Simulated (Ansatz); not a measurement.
A calculation with Ansatz (development build ahead of 0.2.0).

```yaml
crystal:
  periodic: [false, false, false]
  atoms:
    - { symbol: O, position_ang: [-0.00196, 0.00691, -0.58483] }
    - { symbol: C, position_ang: [-0.00859, 1.16097, 0.18298] }
    - { symbol: C, position_ang: [-0.00209, -1.16987, 0.1922] }
    - { symbol: H, position_ang: [0.00501, 2.02179, -0.4876] }
    - { symbol: H, position_ang: [-0.90376, 1.22776, 0.84056] }
    - { symbol: H, position_ang: [0.89151, 1.23458, 0.83046] }
    - { symbol: H, position_ang: [0.00492, -2.02951, -0.49939] }
    - { symbol: H, position_ang: [0.90014, -1.23777, 0.84678] }
    - { symbol: H, position_ang: [-0.89678, -1.2324, 0.82972] }
basis:
  gaussian: { orbitals: STO-3G }
hamiltonian:
  xc: hf
correlation:
  method: mp2
  frozen_orbitals: { C: 1, H: 0, O: 1 }
```

The input is written out in the form of the current development build from the run's settings.

Output:

```json
{"Converged": "yes", "Reference energy": "-152.13020 hartree", "Correlation energy": "-0.14076 hartree", "Total energy": "-152.27095 hartree", "Spin squared of the determinant": "0.000"}
```
